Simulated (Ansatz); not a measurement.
Cartesian coordinates (Å):
SMILES: N#CC
```xyz
6

C     -0.4871    -0.0011    -0.0035
C      0.9705     0.0022     0.0069
N      2.1413     0.0047     0.0153
H     -0.8812    -0.3438     0.9739
H     -0.8678    -0.6799    -0.7924
H     -0.8758     1.0179    -0.2003
```
Charge 0, multiplicity 1.

These are frozen-core CCSD(T)/cc-pVTZ // PBE-D3(BJ)/def2-SVP run with Ansatz (an electronic-structure program) values and carry that method's errors.

```yaml
HF energy: -131.96905 Ha
MP2 correlation energy: -0.51902 Ha
```

**Question.** Estimate the CCSD correlation energy, the (T) correction, the total energy and the T1 diagnostic.

**Answer.** 
CCSD correlation energy: -0.53231 Ha
(T) correction: -0.02566 Ha
CCSD(T) total energy: -132.52702 Ha
T1 diagnostic: 0.013
